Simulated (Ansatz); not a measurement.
A run of Ansatz (development build ahead of 0.2.0) on singlet C6H6 at this shape:

```csv
atom,x (Å),y (Å),z (Å)
C,1.4006,-0.0010,-0.0080
C,0.7001,1.2131,-0.0003
C,-0.7029,1.2191,-0.0004
C,-1.3932,-0.0073,-0.0028
C,-0.7011,-1.2162,0.0012
C,0.7072,-1.2177,-0.0067
H,2.4908,0.0042,-0.0046
H,1.2400,2.1515,0.0027
H,-1.2386,2.1580,0.0080
H,-2.4830,-0.0078,-0.0073
H,-1.2511,-2.1507,-0.0006
H,1.2436,-2.1494,-0.0006
```

Its results:

- Converged: yes
- Total energy: -230.53462 hartree
- Spin squared of the determinant: 0.000

(1) Which input gives this output? Name the method, the orbitals and the basis set, and write the input.

## Answers

(1) RHF in def2-SVP. An unrestricted run that stays on the closed shell gives the same numbers.

```yaml
crystal:
  periodic: [false, false, false]
  atoms:
    - { symbol: C, position_ang: [1.40061, -0.00099, -0.00802] }
    - { symbol: C, position_ang: [0.70013, 1.21306, -0.0003] }
    - { symbol: C, position_ang: [-0.70288, 1.21909, -0.0004] }
    - { symbol: C, position_ang: [-1.39317, -0.00734, -0.00277] }
    - { symbol: C, position_ang: [-0.70113, -1.21621, 0.00116] }
    - { symbol: C, position_ang: [0.70716, -1.21771, -0.00669] }
    - { symbol: H, position_ang: [2.49076, 0.00421, -0.00464] }
    - { symbol: H, position_ang: [1.24001, 2.15145, 0.00273] }
    - { symbol: H, position_ang: [-1.23864, 2.15803, 0.00804] }
    - { symbol: H, position_ang: [-2.48304, -0.00776, -0.00725] }
    - { symbol: H, position_ang: [-1.25106, -2.15066, -0.00056] }
    - { symbol: H, position_ang: [1.24358, -2.14938, -0.00064] }
basis:
  gaussian: { orbitals: def2-SVP }
hamiltonian:
  xc: hf
```
